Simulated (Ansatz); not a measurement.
# Si3 (triplet): wave-function methods side by side, def2-QZVPP

One table from this session's results is given with a row withheld; the runs are named, their logs left out.

The runs use Ansatz 0.2.0, Gaussian basis; def2-QZVPP, core rule «outside noble gas», up to 15 orbitals frozen.

To be run: UHF; ROHF; CCSD(T) on UHF.

2 further runs of the same task are left out: 2 set aside as unsound or not needed.

## The system

The geometry is a PBE0/def2-TZVP stationary point (not a proven minimum) of the parent state, kept for this charge and spin.

3 atoms, charge 0, spin multiplicity 3.

Atoms are counted from 1 here; the program's logs count them from 0.

Bond lengths: Si1–Si2 2.170 Å, Si2–Si3 2.170 Å. Angles: Si1–Si2–Si3 78.5°.

As a file:

```
Si    0.00000   -0.56010    1.37375
Si    0.00000    1.12021    0.00000
Si    0.00000   -0.56010   -1.37375
```

The first run:

The input, in.yaml:

```yaml
crystal:
  periodic: [false, false, false]
  atoms:
    - {symbol: Si, position_ang: [0.000000, -0.560103, 1.373751]}
    - {symbol: Si, position_ang: [0.000000, 1.120206, 0.000000]}
    - {symbol: Si, position_ang: [0.000000, -0.560103, -1.373751]}
basis:
  gaussian: {orbitals: "def2-QZVPP.json"}
magnetization: {spin_polarized: true, initial_magnetization: 2}
hamiltonian: {xc: hf}
output: {orbitals: {seedname: orbitals}}
```

The run is started by

```
ansatz run in.yaml --threads 1 --pin off --events-out ev --progress --plain --max-ram 2393MiB
```

Among the steps run: UHF; ROHF; CCSD(T) on UHF.

One table of the session follows, with a row left open; its other results are not shown here.

```
  method  from UCCSD(T) (meV)
    ROHF             +10198.3
     UHF              +9875.8
    UMP2              +1347.1
   UCCSD                    ?
UCCSD(T)                    0
```

**Question.** Estimate the row for UCCSD.

The run gave: from UCCSD(T) (meV): +838.6. In the column «from UCCSD(T) (meV)» it lies between UCCSD(T) (0) and UMP2 (+1347.1).

Caveats from the session: Warnings: spin contamination; coupled cluster took another determinant than the lowest.
